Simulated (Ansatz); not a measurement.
**How far each method lies from full CI for CHO, doublet**

Geometry: MP2(full)/6-31G*, from the G2/97 set.

```xyz
3

C     0.0326    0.6351    0.0000
O     0.0326   -0.5557    0.0000
H    -0.9058    1.2530    0.0000
```

Basis 6-31G; Ansatz 0.2.0. Only valence electrons are correlated (noble-gas cores frozen), which leaves 11 electrons in 18 orbitals. Prefix R: restricted or restricted open-shell reference; prefix U: unrestricted. Active spaces: valence = (11e, 9o) chosen from the atoms' valence shells.

Full CI is exact within this basis and frozen core; it isn't the basis-set limit. The frozen core follows each run's orbitals, which can shift R against U totals by a few meV.

For open shells CISD and CISDTQ are restricted-active-space CI with the open shells as a complete middle space.

The UHF ⟨S²⟩ is 0.785 and the T1 diagnostic (RCCSD) is 0.0275. The largest doubles amplitude (RCCSD) is 0.116 and the T1 diagnostic (UCCSD) is 0.0299.

```csv
level,E − E(full CI) (kJ/mol),share of correlation (%),wall time
RHF,592.8,0.00,–
UHF,583.2,1.62,–
RMP2,31.0,94.77,–
UMP2,39.7,93.30,–
CISD,59.7,89.93,0.36 s
RCCSD,23.4,96.06,–
UCCSD,22.4,96.22,–
RCCSD(T),4.1,99.30,0.49 s
UCCSD(T),4.5,99.25,0.55 s
BCCD(T),4.3,99.28,0.54 s
RCCSDT,2.3,99.61,–
UCCSDT,2.2,99.62,–
CISDTQ,3.3,99.45,13 s
RCCSDT(Q),0.2,99.97,3.5 s
UCCSDT(Q),-0.3,100.04,3 s
RCCSDTQ,0.2,99.96,14 s (H100)
UCCSDTQ,0.2,99.97,12 s (H100)
CASSCF (valence space),242.7,59.06,–
NEVPT2 (valence space),51.0,91.39,1.7 s
MRCISD (valence space),10.3,98.26,–
MRCISD+Q (valence space),2.8,99.53,2.9 s
```

The correlation energy at full CI, counted from RHF, is -6.144 eV. That run took 7.5 s on 5 threads of AMD EPYC 7R13 with a whole H100 80 GB, shared host over 79,558,752 determinants.

Times hold each run's SCF and search for its determinant on a shared host, so for small cases they say little of a method's own cost; rows without a card ran on 1 thread of AMD EPYC 7R13.

The full-CI state has the irrep A' of Cs, in the program's axes.

Natural occupations of full CI about the gap: 1.974 1.966 1.954 1.918 1.013 0.081 0.030 0.025 0.012 0.012; effectively unpaired electrons, Σ n²(2−n)², 1.07.

Atomization energy (electronic, same basis, no zero-point term; atoms at the same level, unrestricted beside the R rows where the molecule is a closed shell, with restricted open-shell steps beyond CCSDT(Q)) at full CI: 932.1 kJ/mol. Errors of other levels:

```csv
level,error (kJ/mol)
RHF,-333.6
UHF,-332.0
RMP2,30.8
UMP2,19.4
CISD,-54.8
RCCSD,-21.0
UCCSD,-20.2
RCCSD(T),-3.5
UCCSD(T),-4.0
BCCD(T),-3.7
RCCSDT,-2.3
UCCSDT,-2.3
CISDTQ,-3.2
RCCSDT(Q),-0.2
UCCSDT(Q),0.1
RCCSDTQ,-0.2
UCCSDTQ,-0.4
CASSCF (valence space),-32.5
NEVPT2 (valence space),14.2
MRCISD (valence space),-6.7
MRCISD+Q (valence space),-2.8
```

This basis is far from its limit, so the value isn't to be set against a measured one. Truncated CI isn't size-consistent, which counts against it in atomization.
